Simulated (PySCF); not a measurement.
Compound: C₅H₇F.
Numbering: `[CH3:1][C@H:2]([F:3])[C:4]1=[CH:5][CH2:6]1` (hydrogens: H7, H8, H9 on C1; H10 on C2; H11 on C5; H12, H13 on C6)

Cartesian coordinates in Å at the GFN2-xTB level; atoms count from 1:
```xyz
13
C5H7F angstrom
C     -1.7832   -0.5737    0.2625
C     -0.8013    0.5796    0.1080
F     -1.1562    1.3294   -1.0078
C      0.5895    0.1190   -0.0392
C      1.4874   -0.8205   -0.0294
C      1.9960    0.5587   -0.3386
H     -2.7990   -0.1899    0.3176
H     -1.7050   -1.2427   -0.5908
H     -1.5565   -1.1241    1.1708
H     -0.8740    1.2791    0.9564
H      1.7710   -1.8329    0.1153
H      2.2686    0.8153   -1.3553
H      2.5583    1.1031    0.4127
```

The closed-shell SCF was solved with PySCF and density fitting under several settings on one GFN2-xTB geometry (grid level 2 and gas phase unless stated).

| settings | basis functions | SCF cycles | E (Eh) | HOMO (eV) | LUMO (eV) | dipole (D) |
| --- | --- | --- | --- | --- | --- | --- |
| PBE0/pcSseg-1 | 137 | 14 | -294.1264 | -7.31 | -0.19 | 2.09 |
| PBE0/def2-SVPD | 179 | 14 | -293.9608 | -7.33 | -0.32 | 2.15 |
| PBE0/aug-cc-pVDZ, start guess vsap, energy threshold 1e-06 Eh | 201 | 10 | -294.1934 | -7.27 | -0.39 | 2.10 |
| KT3/MINI | 37 | 14 | -296.4743 | -8.29 | -3.12 | 1.56 |

Problem. Estimate the row for these settings: PBE0/6-31++G**.

Solution. 
| settings | basis functions | SCF cycles | E (Eh) | HOMO (eV) | LUMO (eV) | dipole (D) |
| --- | --- | --- | --- | --- | --- | --- |
| PBE0/6-31++G** | 150 | 14 | -294.1766 | -7.27 | -0.37 | 2.19 |

Problem. Over all rows, what range does the HOMO–LUMO gap span?

Solution. From 5.17 eV (KT3/MINI) to 7.12 eV (PBE0/pcSseg-1). The functional of the narrowest has no exact exchange, that of the widest 25 % exact exchange.

Problem. And the dipole moment?

Solution. From 1.56 D (KT3/MINI) to 2.19 D (PBE0/6-31++G**); the largest is 1.40 times the smallest, and the median is 2.10 D.

Problem. Compare two rows with the functional PBE0: PBE0/6-31++G** and PBE0/aug-cc-pVDZ, start guess vsap, energy threshold 1e-06 Eh. Which energy is lower, and by how much?

Solution. PBE0/aug-cc-pVDZ, start guess vsap, energy threshold 1e-06 Eh (201 functions) lies 0.0168 Eh or 10.5 kcal/mol below PBE0/6-31++G** (150 functions).

Whole jobs, the steps after the SCF included, on Arm Neoverse N1, one thread, shared host:

| settings | work after the SCF | wall time | peak memory |
| --- | --- | --- | --- |
| PBE0/pcSseg-1 | shieldings, ring-centre shieldings, charges and field gradients | 20 s | 0.65 GiB |
| PBE0/def2-SVPD | 6 singlets by full TDDFT, 2 Tamm–Dancoff triplets, polarisability | 32 s | 0.74 GiB |
| PBE0/aug-cc-pVDZ, start guess vsap, energy threshold 1e-06 Eh | spin–spin couplings from 13 perturbed nuclei, spin–dipole term for 1 of them | 49 s | 0.80 GiB |
| KT3/MINI | shieldings, ring-centre shieldings | 6.8 s | 0.45 GiB |
| PBE0/6-31++G** | spin–spin couplings from 13 perturbed nuclei, spin–dipole term for 1 of them | 30 s | 0.70 GiB |

Cycle counts include a coarse-grid stage where the run had one. All basis functions are spherical, in the Pople sets too. KT3 was designed for NMR shieldings or shifts; total energies of different functionals aren't comparable.

One conformer stands for the species.
